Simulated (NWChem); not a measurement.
System: NO anion, triplet

Here is an NWChem input.

```
start job
memory heap 200 mb stack 900 mb global 1100 mb
charge -1
geometry units angstroms
  N      0.000000     0.000000    -0.679222
  O      0.000000     0.000000     0.592909
end
basis spherical
  * library def2-tzvpd
end
dft
  odft
  mult 3
  xc b3lyp
  iterations 150
end
driver
  maxiter 120
end
task dft optimize
task dft freq
```

No stability test was run on the SCF state. The highest occupied level is positive, so the extra electron may be held by the finite basis. B3LYP is NWChem's, with the RPA form of VWN correlation.

The level has its own optimisation; frequencies are unscaled.

Q: Predict the main results of this run. (B3LYP/def2-TZVPD, spin-unrestricted.) Quantities: basis functions; r N–O (Å); highest harmonic frequency (cm⁻¹); zero-point energy (kcal/mol).

A: 
```yaml
number_of_basis_functions: 77
r N–O (Å): 1.269
highest harmonic frequency (cm⁻¹): 1411
zero-point energy (kcal/mol): 2.0
```
